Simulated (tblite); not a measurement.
Compound: ethene, C₂H₄.
SMILES: `C=C`

Level: GFN2-xTB in tblite, geometry and Hessian alike; calculated harmonic values, unscaled, isolated species. Errors from tens to a few hundred cm⁻¹ against measured bands are possible.

Harmonic wavenumbers (cm⁻¹): 841.5, 872.3, 1021.6, 1035.5, 1183.6, 1394.0, 1420.0, 1705.0, 3095.7, 3097.1, 3104.2, 3128.7.

A = 150031, B = 30646, C = 25448 MHz; mass 28.031 u (most abundant isotopes); point group D2h, symmetry number 4.

Q: What is the zero-point energy?

A: Half the sum of the wavenumbers: 10950 cm⁻¹ = 31.31 kcal/mol.

Q: What is S at 200 K and 1 bar for an ideal gas of classical rigid rotors and harmonic oscillators?

A: Translation 33.97, rotation 14.61, vibration 0.09: S = 48.7 cal/(mol K).

Q: And Cp and H(200 K) − H(0)?

A: Cp = 8.45 cal/(mol K), of which vibrations give 0.50 (their classical limit is 12 R = 23.8); H(200 K) − H(0) = 1.60 kcal/mol without the zero-point energy, 0.01 from vibrations.

Q: What must be added to the electronic energy to get the Gibbs energy at 200 K and 1 bar?

A: ZPE + [H(200 K) − H(0)] − T·S = 31.31 + 1.60 − 9.73 = 23.18 kcal/mol.

Q: How do the functions run with temperature in this model?

A: 
```tsv
T (K)	S (cal/(mol K))	Cp (cal/(mol K))	H − H(0) (kcal/mol)	G − H(0) (kcal/mol)	ln q(vib)
100	43.1	8.0	0.79	-3.51	0.00
300	52.4	10.3	2.53	-13.19	0.05
500	58.7	14.8	5.05	-24.32	0.36
800	66.9	19.9	10.32	-43.20	1.18
1000	71.6	22.3	14.55	-57.06	1.83
```

q(vib) and H(0) count from the zero-point level.

Run on one thread, x86-64 server (shared host). This covers the Hessian and the dipole derivatives.
